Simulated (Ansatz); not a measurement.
# C3H2O (2-cyclopropen-1-one): a line through the functionals

C3H2O: 6 atoms, total charge 0, spin state singlet. SMILES: `O=c1cc1`. The coordinates come from a PBE0-D4/def2-TZVP relaxation.

The HOMO–LUMO gap y, in eV, basis def2-SVPD; a is the functional's share of exact exchange. Programs: Ansatz 0.2.0.

| functional | program | a | y (eV) |
| --- | --- | --- | --- |
| PBE | Ansatz | 0 | 3.26 |
| r2SCAN | Ansatz | 0 | 3.81 |
| B3LYP | Ansatz | 0.2 | ? |
| r2SCAN0 | Ansatz | 0.25 | 6.20 |
| PBE0 | Ansatz | 0.25 | 5.84 |
| BHLYP | Ansatz | 0.5 | 8.42 |

Problem. Fit y = c + s·a to the known rows and predict B3LYP.

Solution. 
1. Means of the 5 rows: a = 0.2000, y = 5.506.
2. Σ(Δa)² = 0.175, Σ(Δa·Δy) = 1.714, so the slope is 1.714/0.175 = 9.7943.
3. Intercept: 5.506 − (9.7943) × 0.2000 = 3.547. The largest residual of the fit is 0.29.
4. B3LYP: 3.547 + (9.7943) × 0.2 = 5.51 eV.

The run gave 5.35 eV, so the prediction is off by +0.16 eV, within the scatter of the fit. Exact exchange lowers occupied levels and raises empty ones. The rows mix families of semi-local functionals, which the line can't see.
